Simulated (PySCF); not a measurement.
Can point charges reproduce the dipole moment of silicon sulfide (`[Si]=S`) [singlet]?

Coordinates (GFN2-xTB, Å) and charges (e) from the PBE0/pcSseg-1 density (PySCF):

```json
{"atom": "Si1", "x": "1.001", "y": "-0.003", "z": "-0.003", "Mulliken": "+0.3686", "IAO": "+0.3126", "Hirshfeld": "+0.2366", "ESP-fitted": "+0.2330"}
{"atom": "S2", "x": "-0.999", "y": "0.004", "z": "-0.011", "Mulliken": "-0.3686", "IAO": "-0.3126", "Hirshfeld": "-0.2366", "ESP-fitted": "-0.2330"}
```

Problem. Form Σ q r in debye for every column and set it beside the full dipole.

Solution. The full density gives (2.14, -0.01, 0.01) D, 2.14 D in size; dipole vectors point from the negative to the positive end.

| scheme | μx | μy | μz | size (D) | share of the full size (%) | angle to the full dipole (°) |
| --- | --- | --- | --- | --- | --- | --- |
| Mulliken | 3.54 | -0.01 | 0.01 | 3.54 | 165 | 0 |
| IAO | 3.00 | -0.01 | 0.01 | 3.00 | 140 | 0 |
| Hirshfeld | 2.27 | -0.01 | 0.01 | 2.27 | 106 | 0 |
| ESP-fitted | 2.24 | -0.01 | 0.01 | 2.24 | 104 | 0 |

Problem. Which set comes closest?

Solution. Length of the difference vector: ESP-fitted 0.10 D, Hirshfeld 0.13 D, IAO 0.86 D, Mulliken 1.40 D. Closest: ESP-fitted. The schemes that divide the density aren't constrained to reproduce the dipole.

Problem. What is left for the Hirshfeld atoms' own dipoles?

Solution. The shares of the density sum to the whole, so what Σ q r misses lies in dipoles about the nuclei. The atomic dipoles sum to (2.14, -0.01, 0.01) − (2.27, -0.01, 0.01) = (-0.13, 0.00, 0.00) D, 0.13 D in size.

Problem. Give the size of the full dipole in other units.

Solution. 2.14 D = 0.843 au = 0.446 e·Å = 7.14 × 10⁻³⁰ C·m.

Geometry: GFN2-xTB; no solvent, vibrations or thermal averaging.
